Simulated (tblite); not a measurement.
# CBrFO2: the cost of one run

Programs: tblite 0.8.0 and PySCF 2.14.0. All values are calculated, for the isolated system unless a continuum is named. Atoms count from 0, parts from 1.

### Step 1. Starting point

5 atoms, charge 0, multiplicity 1; geometry: rigid parts in contact. Parts: 1 = atoms 0–1, `FBr`, charge 0; 2 = atoms 2–4, `O=C=O`, charge 0.

### Step 2. Search for minima with GFN2-xTB

What the job is given:

```
{"job": {"kind": "dock", "xc": "GFN2-xTB", "basis": "xTB"}, "charge": 0, "multiplicity": 1, "parts": [{"atoms": "0-1", "charge": 0, "multiplicity": 1}, {"atoms": "2-4", "charge": 0, "multiplicity": 1}]}
Br     0.899696    -0.009696    -0.007099
F     -0.899696     0.009696     0.007099
O      3.345201    -4.119792    -0.132163
C      3.124807    -3.099343     0.334823
O      2.904416    -2.078946     0.801796
```

Method: GFN2-xTB search for minima from random contacts, gas phase.

Command:

```console
$ OMP_NUM_THREADS=1 python cluster_run.py task.json out
```

This one command runs all jobs of the session in turn.

Q: Estimate the wall time of this first job on 1 thread of Arm Neoverse V1, shared host.

About 8 s.
